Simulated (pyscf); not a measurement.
This saddle point was located with ωB97X-D3(BJ)/def2-SVP in PySCF.

```xyz
14

C     -1.9386     1.1470     0.7876
In     0.1600    -0.1564     0.5957
C     -0.0304    -1.2903    -1.2169
H     -2.2834     0.1377     1.0994
H     -2.2273     1.8091     1.6208
H     -2.5465     1.3991    -0.0973
H      0.6278    -0.5748     2.1964
H     -0.5783    -0.7025    -1.9687
H      0.9628    -1.5368    -1.6237
H     -0.5729    -2.2319    -1.0450
N      0.5923     1.9582     0.1608
H     -0.6985     1.7473     0.4519
H      1.1375     2.5241     0.8108
H      0.8181     2.2509    -0.7898
```

Surface: singlet, charge 0. Lowest wavenumbers (cm⁻¹): 1593i, 51, 83, 115, 121.

Which two sides does it connect, and which bonds change?

H₃C–InH–CH₃ + ammonia (NH₃) <-> methane (CH₄) + H₃C–InH–NH₂, a four-centre exchange read from left to right: C–In, H–N broken and C–H, In–N formed. At ωB97M-D3(BJ)/def2-TZVP it lies +19.0 kcal/mol from the left side and +30.4 kcal/mol from the right (each side as separated species at their lowest minima found). On the reactant side the descent ends in an adduct with a In–N contact, 19.5 kcal/mol under the separated species and 36.8 kcal/mol under the saddle at ωB97X-D3(BJ)/def2-TZVP. What is counted as formed (In–N) is already present as a longer contact in the reactant adduct; forming that adduct is a step of its own. This is the saddle that the search found; another between the same sides may lie lower. Elements past Kr carry the def2 core potentials, without spin-orbit coupling.
